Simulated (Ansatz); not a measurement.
```yaml
crystal:
  periodic: [false, false, false]
  atoms:
    - {symbol: B, position_ang: [-0.695419, 0.798293, -1.212897]}
    - {symbol: B, position_ang: [0.278713, 0.446774, 0.056964]}
    - {symbol: C, position_ang: [0.337693, -0.877237, 0.887044]}
    - {symbol: H, position_ang: [-0.386409, 0.555314, -2.347830]}
    - {symbol: H, position_ang: [-1.750654, 1.354414, -1.070662]}
    - {symbol: H, position_ang: [1.067767, 1.308240, 0.370619]}
    - {symbol: H, position_ang: [-0.453161, -1.603455, 0.696532]}
    - {symbol: H, position_ang: [1.297789, -1.354571, 0.641908]}
    - {symbol: H, position_ang: [0.392283, -0.674073, 1.961221]}
basis:
  gaussian: {orbitals: aug-pcseg-2}
hamiltonian: {xc: {name: HF}}
correlation: {method: mp2, frozen_orbitals: {B: 0}}
accuracy: high
```

```sh
$ ansatz run in.yaml --threads 2 --pin off --events-out ev --progress --plain --max-ram 4352MiB
```

It prints (some lines left out):

```
Functional definition: HF
Error: "frozen_orbitals" has no count for C
```

(1) Something in this input is off. What?

Results:

(1) Frozen orbitals are typed for one element alone, and the program wants a count for each. The input was rejected before any iteration.
